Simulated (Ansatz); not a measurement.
C3HFS, relaxed with RKS PBE0-D4/def2-TZVP in Ansatz from a PBE-D4/def2-SVP geometry. The force threshold is 0.005 eV/Å; the program also tests the step.

Charge 0, multiplicity 1.

Start:

```xyz
6

F     1.936    0.979    0.967
C     1.148    0.022    0.495
C    -0.261    0.121    0.610
C    -1.151   -0.294   -0.308
S     0.189    0.291   -1.325
H    -1.860   -1.120   -0.439
```

(1) By how much does the energy fall, and how many steps does the optimiser take? (Best estimate.)

(2) Which bonds change most? (Estimate.)

(3) Give the relaxed structure. (Estimate.)

## Answers

(1) Computed: 1.51 kcal/mol, in 8 steps, 1 of them rejected.

(2) Ansatz gave: C2–S5 from 2.075 to 2.019 Å; C3–C4 from 1.344 to 1.313 Å; C4–H6 from 1.097 to 1.075 Å.

(3) The calculation gave: 
```xyz
6

F     1.876    1.028    0.935
C     1.158    0.012    0.482
C    -0.235    0.044    0.608
C    -1.121   -0.315   -0.290
S     0.218    0.276   -1.286
H    -1.896   -1.044   -0.449
```
